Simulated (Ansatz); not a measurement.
One 256-atom cell of fcc Cu (1×1×1 k mesh) in Ansatz (a program for electronic structure) on different hardware, wall time of one geometry. The machine ran nothing else. Each time is one whole self-consistent calculation from the program's own starting density, with atoms slightly displaced so that no symmetry helps. Runs that were refused, crashed or met a hardware fault are not listed.

```json
[
 {"level": "PBE", "1 x GB200 with 34 host threads": "3.6 s", "4 x GB200 with 72 host threads": "3.7 s", "94 threads on AMD EPYC 9R45": "29 s"},
 {"level": "r²SCAN", "1 x GB200 with 34 host threads": "6.4 s", "4 x GB200 with 72 host threads": "6.7 s", "94 threads on AMD EPYC 9R45": "51 s"},
 {"level": "HSE06", "1 x GB200 with 34 host threads": "74 s", "4 x GB200 with 72 host threads": "68 s", "94 threads on AMD EPYC 9R45": "15 min"}
]
```
